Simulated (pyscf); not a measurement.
`[OH][SiH2][F]` + `[FH]` -> `[OH][SiH2][F]` + `[FH]` (four-centre exchange; singlet surface; H–O, F–H broken, H–O, F–H formed). Single points on ωB97X-D3(BJ)/def2-SVP structures (PySCF, gas phase). Correlated levels are frozen-core, on RHF or UHF. ΔMP2 is the change of the MP2 total energy from the triple- to the quadruple-zeta basis. Energies in kJ/mol from the separated reactants.

```json
[
 {"level": "ωB97X-D3(BJ)/def2-TZVP", "barrier": "147.0", "reaction energy": "0.0"},
 {"level": "r²SCAN/def2-TZVP", "barrier": "126.8", "reaction energy": "0.0"},
 {"level": "B3LYP-D3(BJ)/def2-TZVP", "barrier": "138.1", "reaction energy": "0.0"},
 {"level": "MP2/def2-QZVPP", "barrier": "152.4", "reaction energy": "0.0"},
 {"level": "CCSD/def2-TZVPP", "barrier": "?", "reaction energy": "0.0"},
 {"level": "CCSD(T)/def2-TZVPP", "barrier": "159.4", "reaction energy": "0.0"},
 {"level": "CCSD(T)/def2-TZVPP + ΔMP2(QZVPP)", "barrier": "?", "reaction energy": "0.0"}
]
```

### Question
What belongs in the gaps?

### Answer

- CCSD/def2-TZVPP, barrier: 172.0
- CCSD(T)/def2-TZVPP + ΔMP2(QZVPP), barrier: 160.8

Of the functionals in the table, ωB97X-D3(BJ) is closest to CCSD(T)/def2-TZVPP + ΔMP2(QZVPP) in the barrier (13.8 kJ/mol apart) and r²SCAN least close (34.0 kJ/mol); that level has limits of its own. On the reactant side the descent ends in a complex (not fully relaxed), 26.6 kJ/mol under the separated species and 173.6 kJ/mol under the saddle at ωB97X-D3(BJ)/def2-TZVP. On the product side the descent ends in a complex, 26.4 kJ/mol under the separated species and 173.4 kJ/mol under the saddle at ωB97X-D3(BJ)/def2-TZVP. The same reactants have a lower exit, to F–SiH₂–F + H₂O (barrier +46.4 kJ/mol at ωB97M-D3(BJ), against +144.5 kJ/mol here). Another saddle between the same species, by other bonds, lies lower (101.2 kJ/mol against 144.5 kJ/mol at ωB97M-D3(BJ)). The CCSD(T) − MP2 part came from Ansatz, without density fitting, on the same reference.
